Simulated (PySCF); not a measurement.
Labels have come off several samples. The candidates:

A. `C/N=C/c1ccc([SiH2]C)o1`
B. `InChI=1S/C4H6ClFO/c1-4(2,6)3(5)7/h1-2H3`
C. SMILES C=C=C

Spectrum 1. ¹³C{¹H} NMR (computed): δ 166.7 (C), 159.7 (C), 155.1 (CH), 129.7 (CH), 118.8 (CH), 52.4 (CH3), -9.4 (CH3).

Spectrum 2. ¹³C{¹H} NMR (computed): δ 224.9 (C), 77.4 (CH2).

Spectrum 3. ¹³C{¹H} NMR (computed): δ 191.0 (C), 99.0 (C), 27.4 (CH3).

PySCF 2.14 calculation with shieldings: GIAO PBE0/pcSseg-1, couplings computed with B3LYP/pcJ-1 and GFN2-xTB structure; isolated molecule, one averaged value for each set of equivalent atoms, non-relativistic, single conformer.

References, each an isolated molecule treated in the same way: TMS for ¹³C (186.93 ppm). Splittings of carbon signals by F and P are missing where no couplings were computed. Shifts are as computed. Against solution values, carbons near 30 ppm lie about +3 ppm off and those near 130 ppm about +5 ppm; carbons on Cl a further +6 ppm. Of 1211 compounds with measured shifts, 218 miss one by over three times the rms of a fit or turn the order of signals round; such compounds aren't used in these exercises. Carbons bonded to Cl come out too deshielded.

Q: Match each spectrum to its structure.

A: 1–A, 2–C, 3–B.

- Spectrum 1 (A): 7 ¹³C signals; δC 129.7 is an aromatic CH; δC 52.4 is a methyl carbon bonded to N.
- Spectrum 2 (C): 2 ¹³C signals; δC 224.9 is a central carbon of an allene; δC 77.4 is a terminal carbon of a cumulated C=C=C unit.
- Spectrum 3 (B): 3 ¹³C signals; δC 99.0 is a fully substituted sp3 carbon bonded to F, α to a carbonyl; δC 27.4 is a methyl carbon.
